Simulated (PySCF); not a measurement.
**COS: calculation and literature**

Structure with atom numbers: `[O:1]=[C:2]=[S:3]`.

Published values to compare with: δ 33S S3 -594.0 ppm (measured; I. P. Gerothanassis, L. B. Krivdin, Molecules 29 (2024) 3301).
δ 17O O1 236.1 ppm (measured; gas; L. Olsson, D. Cremer, J. Chem. Phys. 105 (1996) 8995).
δ 13C C2 165.1; δ 17O O1 236.1 ppm (measured; gas; Olsson, Cremer, J. Chem. Phys. 1996, 105, 8995 (gas-phase data of Jameson 1987, Jameson 1981, Wasylishen 1984)).
σ 13C C2 31.5; σ 17O O1 96.2; σ 33S S3 798.5 ppm (CCSD(T)/cc-pCVQZ; gas (isolated, no vibration); M. Glasbrenner, PhD thesis, LMU Munich (RPA NMR shieldings paper, SI)).
σ 13C C2 30.2; σ 17O O1 96.8; σ 33S S3 796.7 ppm (CCSD(T)/aug-cc-pCV[TQ]Z extrapolated; gas (isolated, no vibration); Teale, Lutnaes, Helgaker, Tozer, Gauss, JCP 2013, 138, 024111, as tabulated in M. Glasbrenner, PhD thesis, LMU Munich (SI Table 24)).

- GFN2-xTB structure
- GIAO PBE0/pcSseg-1 shieldings
- code: PySCF 2.14
- no solvent, one conformer, non-relativistic

**Question.** Set the calculated values beside the experiment.

**Answer.** 
Reference values: measured (I. P. Gerothanassis, L. B. Krivdin, Molecules 29 (2024) 3301).
| atoms | quantity | reference | computed | computed, scaled |
| --- | --- | --- | --- | --- |
| S3 | δ 33S vs sulfate scale | -594.0 | – | -577.7 |

Reference values: measured (gas; L. Olsson, D. Cremer, J. Chem. Phys. 105 (1996) 8995).
| atoms | quantity | reference | computed |
| --- | --- | --- | --- |
| O1 | δ 17O vs gaseous H2O | 236.1 | 258.3 |

Reference values: measured (gas; Olsson, Cremer, J. Chem. Phys. 1996, 105, 8995 (gas-phase data of Jameson 1987, Jameson 1981, Wasylishen 1984)).
| atoms | quantity | reference | computed |
| --- | --- | --- | --- |
| C2 | δ 13C vs CH4 (gas) | 165.1 | 166.9 |
| O1 | δ 17O vs H2O (gas) | 236.1 | 258.3 |

Reference values: CCSD(T)/cc-pCVQZ (gas (isolated, no vibration); M. Glasbrenner, PhD thesis, LMU Munich (RPA NMR shieldings paper, SI)).
```csv
atoms,quantity,reference,computed
C2,σ 13C,31.5,25.5
O1,σ 17O,96.2,77.8
S3,σ 33S,798.5,785.8
```

Reference values: CCSD(T)/aug-cc-pCV[TQ]Z extrapolated (gas (isolated, no vibration); Teale, Lutnaes, Helgaker, Tozer, Gauss, JCP 2013, 138, 024111, as tabulated in M. Glasbrenner, PhD thesis, LMU Munich (SI Table 24)).
| atoms | quantity | reference | computed |
| --- | --- | --- | --- |
| C2 | σ 13C | 30.2 | 25.5 |
| O1 | σ 17O | 96.8 | 77.8 |
| S3 | σ 33S | 796.7 | 785.8 |

Absolute shieldings are compared as such; zero-point and thermal motion, absent here, lowers them by some tenths of a ppm for H, a few ppm for C and up to about 10 ppm for F.

Computed shifts are σ(ref) − σ with the named reference compound (TMS for H and C) calculated as an isolated molecule at the same level. The measured values may be among those fitted. Empirical linear scaling, fitted to shifts measured mostly in CDCl3 for H and C (δ vs TMS): 13C: δ = 179.97 − 0.974σ (rms 2.1 ppm, 958 shifts, 2.3 ppm with the 13 outliers that the fit left out); 17O: δ = 266.70 − 0.911σ (rms 10.7 ppm, 155 shifts, 12.2 ppm with the 3 outliers that the fit left out vs liquid water, solution or neat liquid); 33S: δ = 158.28 − 0.937σ (rms 33.3 ppm, 20 shifts vs sulfate, solution or neat liquid). Occasional misses reach two or three times the rms, and more in compound classes unlike the fitted ones.

**Question.** How far are the unscaled 17O shifts from the references?

**Answer.** Mean signed difference +22.20 ppm, mean absolute 22.20 ppm over 2 comparisons; the largest is +22.2 ppm at O1 (carbonyl oxygen).

**Question.** How far are the unscaled 13C shieldings from the references?

**Answer.** Mean signed difference -5.35 ppm, mean absolute 5.35 ppm over 2 comparisons; the largest is -6.0 ppm at C2 (central carbon of a heterocumulene).

**Question.** How far are the unscaled 17O shieldings from the references?

**Answer.** Mean signed difference -18.70 ppm, mean absolute 18.70 ppm over 2 comparisons; the largest is -19.0 ppm at O1 (carbonyl oxygen).

**Question.** How far are the unscaled 33S shieldings from the references?

**Answer.** Mean signed difference -11.80 ppm, mean absolute 11.80 ppm over 2 comparisons; the largest is -12.7 ppm at S3 (thione sulfur).

10 of the 28 published NMR values on file for this molecule are compared. The rest: other calculations.
